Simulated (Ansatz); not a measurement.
AlGe, quartet: stretch scan

Starting geometry (PBE0/def2-TZVP stationary point for this spin):

```yaml
atoms:
  - { symbol: Ge, position_ang: [0.0000, 0.0000, 0.0000] }
  - { symbol: Al, position_ang: [0.0000, 0.0000, 2.4669] }
```

From there Al2 moves along the line of the two atoms named below, all else staying in place; atoms are numbered as listed. Energies are in eV, counted from the starting geometry at the same level. Kohn–Sham curves are unrestricted where that lies lower.

Basis aug-cc-pVDZ; Ansatz 0.2.0. Correlated methods freeze the noble-gas cores and the filled d shells of p-block atoms. No spin–orbit coupling is included, and no scalar relativity.

In so small a basis the reference is far from its limit while semilocal and hybrid functionals are nearer theirs (RPA and double hybrids share much of the reference's basis error), so the functionals' errors here hold much of the reference's basis and frozen-core error, which can add to them or hide them.

Full CI is exact within this basis and frozen core; it isn't the basis-set limit.

```csv
distance Ge1-Al2 (Å),full CI,PBE,r2SCAN,PBE0,B3LYP,wB97M-V,B2PLYP,RPA-PBE
2.169,0.635,0.532,0.482,0.497,0.532,0.516,0.544,0.679
2.467,0.000,0.000,0.000,0.000,0.000,0.000,0.000,0.000
2.723,0.081,0.116,0.155,0.146,0.108,0.125,0.118,0.036
3.420,0.922,0.965,1.068,1.079,0.937,1.045,1.011,0.740
4.594,1.860,1.983,2.146,2.106,1.892,2.027,1.946,1.527
6.732,2.126,2.470,2.539,2.443,2.219,2.269,2.196,1.779
```

r2SCAN at 6.732 Å lies 0.413 eV (19 %) above the reference in this basis. PBE at 6.732 Å lies 0.344 eV (16 %) above the reference in this basis. PBE0 at 6.732 Å lies 0.317 eV (15 %) above the reference in this basis.
